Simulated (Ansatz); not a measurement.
**Isomers**

Structures of CH5MgSi (charge -1), closed shell, relaxed at PBE0-D4/def2-TZVPD (vibrations not checked; lower isomers may exist, and structures with a doubtful reference or unclear bonds are left out). Ansatz 0.2.0; basis: def2-TZVPPD; cores frozen in the correlated methods. The outer core shell of Li, Na, Mg and K is correlated. The def2 sets are not built for correlating such inner shells, so the correlated values are less sure here. B3LYP uses VWN-RPA correlation.

Problem. Rank them by CCSD(T) energy, lowest first, and give each one's height above the lowest. Links in brackets join atoms within 1.22 times the sum of their covalent radii (1.1 for two metals). (Judge from chemistry; the value comes from the calculation.)
A.
CH₅MgSi ([MgH2][CH][SiH2]), total charge -1
```
8
angstrom
C 0.4687 -0.3972 -0.3210
Si 1.1740 0.8317 0.6233
Mg -1.6613 -0.4880 -0.6516
H -2.6675 0.7834 0.1192
H -2.3199 -1.8164 -1.6707
H 0.3760 1.9057 1.2732
H 2.6252 1.0520 0.9567
H 1.1660 -1.1266 -0.7434
```
B.
CH₅MgSi ([CH3][Mg][SiH2]), total charge -1
```
8
angstrom
C 0.9743 -1.0094 0.9976
Mg -0.0033 0.2286 -0.4719
Si -1.2280 1.7097 -2.1589
H -2.4199 0.7861 -1.7822
H -1.4489 2.5931 -0.8994
H 1.2738 -0.4367 1.8874
H 1.8867 -1.4781 0.6010
H 0.3268 -1.8249 1.3505
```
C.
CH₅MgSi ([CH2]1[MgH][SiH2]1), total charge -1
```
8
angstrom
C -0.7527 -0.1015 -0.4856
Si 0.5717 1.0139 0.3088
Mg 0.4695 -1.5084 0.5489
H -1.6376 -0.1520 0.1742
H -1.0977 0.1016 -1.5037
H 0.1040 2.4029 0.7422
H 1.4994 1.3995 -0.8331
H 0.8432 -3.1561 1.0484
```

Solution. By the calculation: B (0.000 eV), C (0.309 eV), A (1.068 eV). Heights count from the lowest.

Problem. Do PBE-D4, r2SCAN-D4, PBE0-D4, B3LYP-D4, wB97M-V, HF, MP2 give the same order? (Judge from chemistry; the calculation decides.)

Solution. Computed: All do.

No T1 diagnostic of these runs exceeds 0.014. The restricted Hartree–Fock reference is unstable towards an unrestricted one at one or more of these structures.

For scale, one of the runs: CCSD(T)/def2-TZVPPD, 205 basis functions, launched by `ansatz run in.yaml --threads 2 --pin off --events-out ev --progress --plain --max-ram 4352MiB`. Hardware: 2 CPU threads of an Arm Neoverse V1, shared host. Wall time 91 s; peak host memory 2.8 GiB.
